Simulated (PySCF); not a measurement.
A structure optimised at PBE-D3(BJ)/def2-SVP, used in a PySCF frequency run:

```
C
O 1 1.2200
C 1 1.5213 2 121.91
H 3 1.1050 1 109.81 2 0.00
H 3 1.1103 4 109.74 1 121.66
H 3 1.1103 4 109.74 5 116.67
C 1 1.5213 2 121.91 3 180.00
H 7 1.1050 1 109.81 2 0.00
H 7 1.1103 8 109.74 1 -121.66
H 7 1.1103 8 109.74 9 -116.67
```

Write its SMILES, formula and point group.

CC(C)=O, C3H6O, C2v

What are its rotational constants (standard atomic weights)?

9.9806, 8.4439, 4.8544 GHz
